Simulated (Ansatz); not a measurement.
C$_{2}$H$_{2}$F (`C=[C]F`) radical. The species carries charge 0 and has multiplicity 2. Geometry: relaxed with PBE0-D4/def2-TZVP.

```xyz
5

C     0.310   -0.318   -0.257
C    -0.384    0.135    0.756
F    -1.127    1.199    0.860
H     0.325    0.217   -1.203
H     0.875   -1.233   -0.156
```

(1) What is the dipole moment at r2SCAN/def2-TZVPP? (Estimate.)

(2) And with PBE, B3LYP, ωB97M-V? (Estimate.)

(3) Give the Mulliken charges with r2SCAN, ωB97M-V, B3LYP in def2-TZVPP. (An estimate is asked.)

## Answers

(1) Ansatz gave: 0.91 D, with components (0.50, -0.37, -0.66) D in this frame, pointing from negative to positive charge.

(2) Ansatz gave: PBE 0.88 D, B3LYP 0.97 D, ωB97M-V 0.96 D.

(3) The calculation gave: 
```tsv
atom	r2SCAN	ωB97M-V	B3LYP
C1	-0.18	-0.21	-0.22
C2	0.12	0.12	0.12
F3	-0.14	-0.13	-0.14
H4	0.10	0.11	0.11
H5	0.10	0.12	0.12
```

B3LYP here is the variant with VWN-RPA as its local correlation; programs differ in this.
